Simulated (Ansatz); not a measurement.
C4H8N2, SMILES `CN=CC(C)=N` at its PBE0-D4/def2-TZVP geometry, where that method's forces vanish. Charge 0, multiplicity 1.

| atom | x (Å) | y (Å) | z (Å) |
| --- | --- | --- | --- |
| C1 | 1.2468 | 1.2943 | -1.7212 |
| N2 | 0.7140 | 0.7073 | -0.5232 |
| C3 | -0.2068 | -0.1480 | -0.6391 |
| C4 | -0.8091 | -0.7991 | 0.5422 |
| C5 | -0.2905 | -0.4088 | 1.8885 |
| N6 | -1.7279 | -1.6440 | 0.2979 |
| H7 | 2.3228 | 1.1036 | -1.7639 |
| H8 | 1.1251 | 2.3800 | -1.6711 |
| H9 | 0.7787 | 0.9220 | -2.6428 |
| H10 | -0.6233 | -0.4686 | -1.6035 |
| H11 | 0.7831 | -0.5993 | 1.9497 |
| H12 | -0.8056 | -0.9578 | 2.6775 |
| H13 | -0.4182 | 0.6644 | 2.0455 |
| H14 | -2.0890 | -2.0457 | 1.1636 |

Question: For each bond, give half the difference of the two atoms' forces along it (eV/Å; positive pushes the atoms apart) under PBE-D4, r2SCAN-D4, B3LYP-D4, ωB97M-V in def2-TZVPP. (An estimate is asked.)

Answer: Ansatz gave: 
```
  bond  length (Å)  PBE-D4  r2SCAN-D4  B3LYP-D4  ωB97M-V
 C1–N2       1.437   -0.08       0.07      0.19     0.39
 C1–H7       1.094    0.11      -0.03     -0.09    -0.13
 C1–H8       1.094    0.11      -0.03     -0.09    -0.13
 C1–H9       1.099    0.12      -0.03     -0.05    -0.11
 N2–C3       1.262    0.72       0.36      0.08    -0.19
 C3–C4       1.477   -0.39      -0.20     -0.08     0.28
C3–H10       1.098    0.02      -0.07     -0.10    -0.14
 C4–C5       1.495   -0.16      -0.01      0.15     0.15
 C4–N6       1.272    0.73       0.37      0.11    -0.16
C5–H11       1.092    0.11      -0.02     -0.06    -0.09
C5–H12       1.091    0.10      -0.04     -0.07    -0.08
C5–H13       1.092    0.11      -0.02     -0.06    -0.09
N6–H14       1.020    0.20      -0.02     -0.08    -0.04
```

B3LYP here is the variant with VWN-RPA as its local correlation; programs differ in this.
